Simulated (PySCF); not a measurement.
Si(Cl)4 anion (Cl₄Si), SMILES Cl[Si](Cl)(Cl)Cl (connectivity only; charge and spin as stated), charge -1, multiplicity 2.

Geometry optimised at PBE-D3(BJ)/def2-SVPD. The spin state was assumed, not searched. The isomer is the one that the SMILES or the coordinates give; other isomers of the formula were not compared.

Calculation: PySCF with PBE-D3(BJ)/def2-SVPD.

Frequencies are harmonic and unscaled.

| mode | ν (cm⁻¹) | IR (km/mol) | moving atoms (share of kinetic energy) |
|---|---|---|---|
| 1 | 80 | 0.4 | Cl 97 % |
| 2 | 103 | 0.2 | Cl 82 %, Si 18 % |
| 3 | 128 | 0.0 | Cl 100 % |
| 4 | 158 | 9.9 | Cl 98 % |
| 5 | 175 | 0.2 | Cl 83 %, Si 17 % |
| 6 | 246 | 9.3 | Cl 97 % |
| 7 | 356 | 355.9 | Si 81 %, Cl 19 % |
| 8 | 431 | 85.8 | Si 60 %, Cl 40 % |
| 9 | 450 | 144.9 | Si 64 %, Cl 36 % |
